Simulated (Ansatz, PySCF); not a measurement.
Molecule: C2H2F, charge 0, multiplicity 2. It need not be the lowest isomer of its formula. SMILES: [CH]=CF
Geometry from a B3LYP-D3(BJ)/def2-TZVP (Ansatz, an electronic-structure program) optimisation:
```xyz
5

C      0.0300     0.3889     0.0008
C      1.2398    -0.0873    -0.0066
F     -1.0719    -0.3912     0.0045
H     -0.2254     1.4461     0.0047
H      2.2534     0.2654    -0.0109
```
Charge 0, spin multiplicity 2.
Markedly spin-contaminated UHF reference, which strains HF, MP2 and, less, CCSD(T): [CH]=CF.

Wanted: enthalpy of formation at 298 K (from the atomisation energy, B3LYP-D3(BJ)/def2-TZVP harmonic zero-point and thermal terms from PySCF, and the atoms' enthalpies of formation in the G2/97 table; no spin-orbit terms, and no core term in the frozen-core levels), in kcal/mol. Correlated levels leave the core frozen unless marked. Open shells are spin-unrestricted. Spin-orbit coupling is left out. No relativistic terms. The coupled-cluster limit lacks core correlation, which all-electron functionals hold. CBS marks a two-point X^-3 extrapolation of the correlation energy; Hartree-Fock from the larger set. [CCSD(T)-MP2]/basis is that difference in the basis named.

| level | program | enthalpy of formation at 298 K (kcal/mol) |
|---|---|---|
| HF/6-31G | Ansatz | 186.5 |
| HF/cc-pVTZ | Ansatz | 156.5 |
| HF-D3(BJ)/def2-TZVPD | PySCF + dftd3 | 143.8 |
| M06-L/def2-TZVPD | PySCF | 24.5 |
| r2SCAN/def2-TZVPD | Ansatz | 22.2 |
| B3LYP-D4/def2-TZVPD | Ansatz + dftd4 | 26.4 |
| PBE0/6-31G* | Ansatz | 24.1 |
| PBE0-D3(BJ)/def2-TZVP | Ansatz + dftd3 | 22.3 |
| PBE0/def2-TZVP | Ansatz | 23.3 |
| HSE06/def2-TZVPD | Ansatz | 22.4 |
| wB97X-V/def2-TZVPD | Ansatz | 29.3 |
| B2PLYP-D4/def2-TZVPD | Ansatz + dftd4 | 31.5 |
| MP2/STO-3G | Ansatz | 76.0 |
| MP2/cc-pVDZ | Ansatz | 63.6 |
| RI-MP2/CBS(cc-pVTZ,cc-pVQZ) | Ansatz | 24.1 |
| SCS-MP2/6-31G | Ansatz | 105.5 |
| SCS-MP2/cc-pVDZ | Ansatz | 71.3 |
| CCSD/STO-3G | Ansatz | 58.1 |
| CCSD(T)/STO-3G | Ansatz | 56.4 |
| CCSD(T)/cc-pVDZ | Ansatz | 69.4 |
| RI-MP2/CBS(aug-cc-pVTZ,aug-cc-pVQZ)+[CCSD(T)-MP2]/aug-cc-pVTZ | Ansatz | 30.1 |
